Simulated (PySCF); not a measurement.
# The first ionisation energy along group 16

Calculated with PySCF 2.14 from differences of total energies of unrestricted determinants, without spin-orbit coupling. Values in eV. The last column holds reference values (NIST; (s) semi-empirical, (t) theoretical, else measured). Unmarked ones compare directly (S terms, centres of terms, or small fine structure); those marked * lie between the lowest fine-structure levels and include a spin-orbit shift.

| element | configurations | UHF | r2SCAN | MP2 (valence) | SCS-MP2 (valence) | CCSD(T) (valence) | M06-L | reference |
| --- | --- | --- | --- | --- | --- | --- | --- | --- |
| O (cc-pVDZ-DK, spin-free X2C) | [He] 2s2 2p4 → [He] 2s2 2p3 | 11.954 | 13.533 | 12.828 | 12.849 | 12.839 | 13.756 | 13.608 |
| S (cc-pVDZ-DK, spin-free X2C) | [Ne] 3s2 3p4 → [Ne] 3s2 3p3 | 9.180 | 10.320 | 9.615 | 9.644 | 9.631 | 10.367 | 10.336 |
| Se (cc-pVDZ-DK, spin-free X2C) | [Ar] 3d10 4s2 4p4 → [Ar] 3d10 4s2 4p3 | 8.504 | 9.647 | 8.907 | 8.927 | 8.933 | 9.560 | 9.635 |

Which of these methods has the smallest mean absolute error against the measured values here?

r2SCAN, with 0.034 eV.

```
           method  elements  mean error (eV)  mean absolute error (eV)  largest error (eV)
              UHF         3           -1.314                     1.314              -1.654
           r2SCAN         3           -0.027                     0.034              -0.076
    MP2 (valence)         3           -0.743                     0.743              -0.780
SCS-MP2 (valence)         3           -0.720                     0.720              -0.759
CCSD(T) (valence)         3           -0.726                     0.726              -0.770
            M06-L         3            0.035                     0.085               0.148
```

Errors include the incompleteness of the basis and the frozen core.

"Valence" correlates the outer s and p shells and, in groups 3 to 12 and the f block, the outer d or f shell, open or full, or the next shell where the ion has no valence electron left; the wider scheme adds the next inner shell.
